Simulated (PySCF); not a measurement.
C5H6O.
Geometry (PBE0-D3(BJ)/def2-TZVP, Å), atoms numbered from 1 in this order:
```
atom  x, y, z in Å
C1     2.047   -1.016   -0.041
C2     1.263   -0.030    0.267
C3     0.460    0.956    0.568
C4    -0.989    0.971    0.248
C5    -1.571   -0.223   -0.455
O6    -1.659    1.928    0.556
H7     2.207   -1.844    0.643
H8     2.570   -1.038   -0.991
H9     0.832    1.837    1.083
H10   -2.632   -0.056   -0.626
H11   -1.427   -1.124    0.146
H12   -1.061   -0.390   -1.407
```

Computed, not measured: PBE0-D3(BJ)/def2-TZVP geometry optimisation, gas phase in PySCF.

Take the most abundant isotopes and a rigid rotor. The values belong to one conformer with, in the numbering `[CH2:1]=[C:2]=[CH:3][C:4]([CH3:5])=[O:6]`, C2–C3–C4–C5 0°.

Problem. What are A, B and C (MHz)?

Solution. Ia = 59.08, Ib = 225.81, Ic = 278.30 u·Å²; 505379 MHz·u·Å²/I gives A = 8554, B = 2238, C = 1816 MHz.

Problem. What kind of rotor is it?

Solution. An asymmetric top. Ray's parameter κ = (2B − A − C)/(A − C) = -0.875; −1 is the prolate and +1 the oblate limit.

Problem. What does the inertial defect say?

Solution. Not planar: Δ = Ic − Ia − Ib = -6.59 u·Å². For a rigid frame Δ = −2 Σ m c², so Σ m c² = 3.29 u·Å² lies off the ab plane, practically all of it from hydrogen. The atom farthest from that plane is 0.94 Å away.

Problem. Which lines would a microwave search look for?

Solution. The dipole components are |μa| = 3.28 D, |μb| = 1.54 D, |μc| = 0.00 D; the mirror of this Cs structure is the ab plane, so μc vanishes by symmetry (the 0.01 D computed is a residue) and there are no c-type lines. The squared components, which scale the intensities, stand as 1.00 : 0.22 (a : b). Some lines, for components of 0.1 D or more:

```csv
type,branch,"J(Ka,Kc)",MHz,lower level (cm⁻¹)
a,Q,"1(1,0) ← 1(1,1)",422,0.346
a,Q,"2(1,1) ← 2(1,2)",1266,0.602
b,R,"2(0,2) ← 1(1,1)",1771,0.346
a,Q,"3(1,2) ← 3(1,3)",2532,0.986
a,R,"1(0,1) ← 0(0,0)",4054,0.000
b,Q,"1(1,0) ← 1(0,1)",6738,0.135
a,R,"2(1,2) ← 1(1,1)",7686,0.346
b,Q,"3(1,2) ← 3(0,3)",7883,0.808
a,R,"2(0,2) ← 1(0,1)",8088,0.135
a,R,"2(1,1) ← 1(1,0)",8530,0.360
a,R,"3(1,3) ← 2(1,2)",11516,0.602
a,R,"3(0,3) ← 2(0,2)",12081,0.405
a,R,"3(2,2) ← 2(2,1)",12162,1.277
a,R,"3(2,1) ← 2(2,0)",12244,1.277
a,R,"3(1,2) ← 2(1,1)",12782,0.645
b,R,"2(1,2) ← 1(0,1)",14002,0.135
b,R,"3(1,3) ← 2(0,2)",17431,0.405
b,Q,"3(2,1) ← 3(1,2)",18431,1.071
b,Q,"2(2,0) ← 2(1,1)",18969,0.645
b,Q,"2(2,1) ← 2(1,2)",20215,0.602
b,Q,"3(2,2) ← 3(1,3)",20861,0.986
b,R,"2(2,1) ← 1(1,0)",27479,0.360
b,R,"3(2,2) ← 2(1,1)",31111,0.645
b,R,"3(2,1) ← 2(1,2)",32479,0.602
b,Q,"3(3,0) ← 3(2,1)",32548,1.686
b,Q,"3(3,1) ← 3(2,2)",32649,1.682
b,R,"3(3,1) ← 2(2,0)",44791,1.277
b,R,"3(3,0) ← 2(2,1)",44812,1.277
```

Problem. Estimate the classical rotational partition function at 50 K, 298.15 K and 500 K.

Solution. Point group Cs, symmetry number σ = 1; q = (√π/σ)·√((kT/h)³/(ABC)), k/h = 20836.6 MHz/K: 10100 at 50 K, 147000 at 298.15 K, 320000 at 500 K.

Not checked by PBE0-D3(BJ)/def2-TZVP frequencies. Zero-point vibration and centrifugal distortion are left out. A rigid rotor knows nothing of internal rotation, which can split or shift real lines.
